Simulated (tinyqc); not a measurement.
Worked calculation: extended Hueckel theory, for PH3+. The parameters take no account of the charge, which enters only through the electron count. One step of it, computed by the program tinyqc.

Task: Wolfsberg-Helmholz matrix. H_ij = K' S_ij (H_ii + H_jj)/2 for i != j (the diagonal keeps H_ii), with K' = 1.75.

overlap S, lower triangle:
```
           1P 3s     1P 3px     1P 3py     1P 3pz     2H 1s     3H 1s     4H 1s
1P 3s   1.000000
1P 3px  0.000000   1.000000
1P 3py  0.000000   0.000000   1.000000
1P 3pz  0.000000   0.000000   0.000000   1.000000
2H 1s   0.409786   0.552928   0.000000  -0.012003  1.000000
3H 1s   0.409727  -0.276424   0.478842  -0.012001  0.051414  1.000000
4H 1s   0.409727  -0.276424  -0.478842  -0.012001  0.051414  0.051393  1.000000
```

diagonal H_ii (eV): 1P 3s -18.600000, 1P 3px -14.000000, 1P 3py -14.000000, 1P 3pz -14.000000, 2H 1s -13.600000, 3H 1s -13.600000, 4H 1s -13.600000

K = 1.750000

Give: H.

Result:

H (eV), lower triangle:
```
           1P 3s    1P 3px    1P 3py    1P 3pz     2H 1s     3H 1s     4H 1s
1P 3s   -18.6000
1P 3px    0.0000  -14.0000
1P 3py    0.0000    0.0000  -14.0000
1P 3pz    0.0000    0.0000    0.0000  -14.0000
2H 1s   -11.5457  -13.3532    0.0000    0.2899  -13.6000
3H 1s   -11.5441    6.6756  -11.5640    0.2898   -1.2237  -13.6000
4H 1s   -11.5441    6.6756   11.5640    0.2898   -1.2237   -1.2232  -13.6000
```
